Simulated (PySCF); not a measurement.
Compound: C₄H₉NS.
Atom-mapped SMILES: `[CH3:1]/[N:2]=[CH:3]\[CH2:4][CH2:5][SH:6]` (hydrogens: H7, H8, H9 on C1; H10 on C3; H11, H12 on C4; H13, H14 on C5; H15 on S6)

Structure optimised with GFN2-xTB, isolated species.

Problem. What internal coordinates does the optimisation give?

Solution. 
```tsv
bond	length (Å)	order
C1–N2	1.430	single
N2=C3	1.253	double
C3–C4	1.511	single
C4–C5	1.518	single
C5–S6	1.830	single
C1–H7, C1–H8, C1–H9	1.092	single
C3–H10	1.086	single
C4–H11, C4–H12	1.095	single
C5–H13, C5–H14	1.090	single
S6–H15	1.333	single
```

Bonds in one row agree within 0.01 Å and their mean is given. Orders are formal, as drawn. A selection of angles:
```tsv
angle	degrees
N2–C1–H7	107.4
N2–C1–H9	115.6
H7–C1–H8	107.4
H7–C1–H9	109.2
C1–N2–C3	123.6
N2–C3–C4	128.8
N2–C3–H10	115.5
C4–C3–H10	115.7
C3–C4–C5	111.5
C3–C4–H11	109.0
C5–C4–H11	109.9
H11–C4–H12	107.5
C4–C5–S6	112.3
C4–C5–H13	111.6
S6–C5–H13	107.9
S6–C5–H14	104.6
H13–C5–H14	109.1
C5–S6–H15	96.2
```

Dihedral angles: C1–N2–C3–C4 0° (synperiplanar); N2–C3–C4–C5 178° (antiperiplanar); C3–C4–C5–S6 -177° (antiperiplanar); H15–S6–C5–C4 -63° (synclinal). The mirror-image conformer, all signs reversed, is as good.

Of the pairs four or more bonds apart, C4···H9 is among the closest relative to their van der Waals radii: 2.61 Å, 90 % of the sum of Bondi's values. N2 (imine nitrogen) is bent (angle 123.6°). The 2 C–N bonds span 1.253 Å (N2=C3, drawn double) to 1.430 Å (C1–N2, drawn single), a spread of 0.177 Å.

Whether it is a minimum is left open (no frequencies). One conformer, not necessarily the lowest (N2–C3–C4–C5 178°, C3–C4–C5–S6 -177°, C4–C5–S6–H -63°).

All values are computed, not measured.
